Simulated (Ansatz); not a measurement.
# CH4AlN (SMILES C=[N][AlH2]): one structure at several levels

One table from this session's results is given with a row withheld; the runs are named, their logs left out.

Program: Ansatz 0.2.0, Gaussian basis. Level of theory: single points in def2-TZVPP. These are calculated values, not measurements.

Correlated methods freeze the cores.

### Starting geometry

SMILES `C=[N][AlH2]`, 7 atoms, charge 0, spin multiplicity 1.

Atoms are counted from 1 here; the program's logs count them from 0.

Bond lengths: C1–N2 1.215 Å, C1–H4 1.058 Å, C1–H5 1.096 Å, N2–Al3 1.809 Å, Al3–H6 1.534 Å, Al3–H7 1.578 Å. Angles: N2–C1–H4 122.4°, N2–C1–H5 119.0°, H4–C1–H5 118.5°, C1–N2–Al3 178.3°, N2–Al3–H6 122.7°, N2–Al3–H7 121.3°, H6–Al3–H7 115.9°.

Geometry (Å):

| atom | x (Å) | y (Å) | z (Å) |
| --- | --- | --- | --- |
| C1 | -1.33710 | -0.22120 | -0.72310 |
| N2 | -0.27410 | -0.03010 | -0.16610 |
| Al3 | 1.30340 | 0.20640 | 0.68800 |
| H4 | -1.62500 | -1.17290 | -1.08510 |
| H5 | -2.00770 | 0.62840 | -0.89550 |
| H6 | 1.74260 | 1.56050 | 1.25830 |
| H7 | 2.30430 | -0.99310 | 0.91060 |

The first run:

File run/in.yaml:

```yaml
crystal:
  periodic: [false, false, false]
  atoms:
    - {symbol: C, position_ang: [-1.337100, -0.221200, -0.723100]}
    - {symbol: N, position_ang: [-0.274100, -0.030100, -0.166100]}
    - {symbol: Al, position_ang: [1.303400, 0.206400, 0.688000]}
    - {symbol: H, position_ang: [-1.625000, -1.172900, -1.085100]}
    - {symbol: H, position_ang: [-2.007700, 0.628400, -0.895500]}
    - {symbol: H, position_ang: [1.742600, 1.560500, 1.258300]}
    - {symbol: H, position_ang: [2.304300, -0.993100, 0.910600]}
basis:
  gaussian: {orbitals: def2-TZVPP}
correlation: {method: ccsd_t}
output: {forces: true}
```

No record of the launch command was kept for these runs.

Steps of the session up to this table: CCSD(T)/def2-TZVPP; PBE0-D4/def2-TZVPP; wB97M-V/def2-TZVPP; r2SCAN-D4/def2-TZVPP; PBE-D4/def2-TZVPP; r2SCAN0-D4/def2-TZVPP; revPBE-D4/def2-TZVPP.

One of the session's tables, all rows but one given; the rest of the session is left out.

| method | RMS force component (eV/Å) | angle to CCSD(T) forces (°) | dipole (D) |
| --- | --- | --- | --- |
| CCSD(T) | 1.284 | reference | 1.05 |
| PBE0-D4 | 1.088 | 11.1 | 1.06 |
| wB97M-V | 1.075 | 7.1 | 1.08 |
| r2SCAN-D4 | 1.131 | 9.5 | 1.10 |
| PBE-D4 | 1.221 | 8.5 | 1.00 |
| r2SCAN0-D4 | 1.035 | 13.0 | 1.12 |
| revPBE-D4 | ? | ? | ? |

Q: Estimate the row for revPBE-D4 from the others.

**Answer.** RMS force component (eV/Å): 1.256; angle to CCSD(T) forces (°): 7.7; dipole (D): 1.00. In the column «RMS force component (eV/Å)» it lies between PBE-D4 (1.221) and CCSD(T) (1.284).

Limits of these values: The reference is not at the basis limit: in triple zeta CCSD(T) underbinds, which counts against methods that bind more; the gaps are no ranking.
